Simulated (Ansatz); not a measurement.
Reaction: H2O2 (hydrogen peroxide, SMILES OO) + H+ → H3O2+ (SMILES [OH2+]O)
Each species at its own B3LYP-D3(BJ)/def2-TZVP minimum (Ansatz, a program for electronic structure).

Quantity: proton affinity (electronic), positive where energy is released, in kcal/mol. Open shells are spin-unrestricted; no spin-orbit coupling. CBS(X,Y): correlation extrapolated as X^-3, Hartree-Fock from the larger set (Q,5: extrapolated as (X+1)exp(-9√X)). A bracket is a step between two methods taken in the basis named. The functionals are non-relativistic, so their misses hold any scalar relativity. Double hybrids freeze cores in their MP2 part. '+ core + X2C': CCSD(T) terms for core correlation (cc-pwCVTZ) and scalar relativity (cc-pVTZ-DK).

CCSD(T)/CBS(cc-pVQZ,cc-pV5Z) + [CCSDT(Q) - CCSD(T)]/cc-pVTZ + [CCSDTQ - CCSDT(Q)]/cc-pVDZ + core + X2C (Ansatz) gives 165.6 kcal/mol.

How far off this value is PBE/def2-TZVPD (Ansatz), in which direction, and which of these levels come nearer: r2SCAN/def2-TZVPD, B3LYP/def2-TZVPD, PBE0/def2-TZVPD, wB97M-V/def2-TZVPD, B2PLYP/def2-TZVPD, CCSD(T)/CBS(cc-pVQZ,cc-pV5Z) + core + X2C?

PBE gives 164.8 kcal/mol, 0.8 kcal/mol below it. Differences of the others: r2SCAN/def2-TZVPD (Ansatz) 0.7; B3LYP/def2-TZVPD (Ansatz) -0.5; PBE0/def2-TZVPD (Ansatz) 1.1; wB97M-V/def2-TZVPD (Ansatz) -1.4; B2PLYP/def2-TZVPD (Ansatz) -1.3; CCSD(T)/CBS(cc-pVQZ,cc-pV5Z) + core + X2C (Ansatz) 0.0 kcal/mol. Nearer than PBE: r2SCAN/def2-TZVPD, B3LYP/def2-TZVPD, CCSD(T)/CBS(cc-pVQZ,cc-pV5Z) + core + X2C.
